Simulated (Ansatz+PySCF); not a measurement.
Results of a calculation; reference values are marked as such.
Input for Ansatz (development build ahead of 0.2.0):

```yaml
crystal:
  periodic: [false, false, false]
  atoms:
    - { symbol: C, position_ang: [-0.00911, -0.42458, -1.91211] }
    - { symbol: C, position_ang: [-0.00487, 0.40902, -0.64555] }
    - { symbol: C, position_ang: [-0.00927, -0.41129, 0.63841] }
    - { symbol: C, position_ang: [-0.0088, 0.42608, 1.9114] }
    - { symbol: H, position_ang: [-0.00466, 0.20141, -2.80536] }
    - { symbol: H, position_ang: [0.88677, -1.07951, -1.96689] }
    - { symbol: H, position_ang: [-0.89467, -1.08041, -1.96083] }
    - { symbol: H, position_ang: [-0.87928, 1.08391, -0.6454] }
    - { symbol: H, position_ang: [0.88836, 1.08806, -0.6377] }
    - { symbol: H, position_ang: [0.88468, -1.07479, 0.63474] }
    - { symbol: H, position_ang: [-0.88678, -1.08979, 0.63212] }
    - { symbol: H, position_ang: [0.00088, -0.2162, 2.81646] }
    - { symbol: H, position_ang: [0.88163, 1.0683, 1.95275] }
    - { symbol: H, position_ang: [-0.88737, 1.08368, 1.95722] }
basis:
  gaussian: { orbitals: def2-SVP }
magnetization:
  spin_polarized: true
hamiltonian:
  xc: hf
```

The input is written out in the form of the current development build from the run's settings.

The run gave:

```json
{"Converged": "yes", "Total energy": "-157.18780 hartree", "Spin squared of the determinant": "0.000", "Stability test": "minimum"}
```
